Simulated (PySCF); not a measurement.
Does the answer move with the share of exact exchange?

Species: thiirane, C₂H₄S.
Bonds: C1–C2, C2–S3, C1–S3. Hydrogens: H4, H5 on C1; H6, H7 on C2.

PySCF, def2-SVPD basis, density fitting, gas phase, PBE0-D3(BJ)/def2-SVP geometry; singlet excitations by full TDDFT with frozen cores, triplets by Tamm–Dancoff TDDFT and ionisation energies by ΔSCF, from the lowest of the holes tried. One functional is left out:

```csv
functional,exact exchange (%),HOMO energy (eV),LUMO energy (eV),lowest singlet excitation (eV),lowest triplet excitation (eV),dipole moment (D),mean polarisability (au),vertical ionisation energy (eV)
LDA,0,-5.47,-1.00,4.65,4.28,1.854,45.3,9.18
PBE,0,-5.38,-0.87,4.67,4.24,1.859,45.0,8.98
B3LYP,20,-6.38,-0.18,4.81,4.39,1.890,44.3,9.06
BHandHLYP,50,-7.71,0.91,5.04,4.59,1.980,43.2,8.90
```

Q: Predict the row of PBE0 (25 % exact exchange) by straight lines through the other rows, and check it.

A: 
```csv
property,line,computed,computed − line,"B3LYP (20 %), for comparison"
HOMO energy (eV),-6.58,-6.61,-0.03,-6.38
LUMO energy (eV),-0.01,0.07,+0.08,-0.18
lowest singlet excitation (eV),4.85,4.90,+0.05,4.81
lowest triplet excitation (eV),4.42,4.43,+0.01,4.39
dipole moment (D),1.914,1.942,+0.028,1.890
mean polarisability (au),44.2,43.7,-0.5,44.3
vertical ionisation energy (eV),9.00,9.02,+0.02,9.06
```
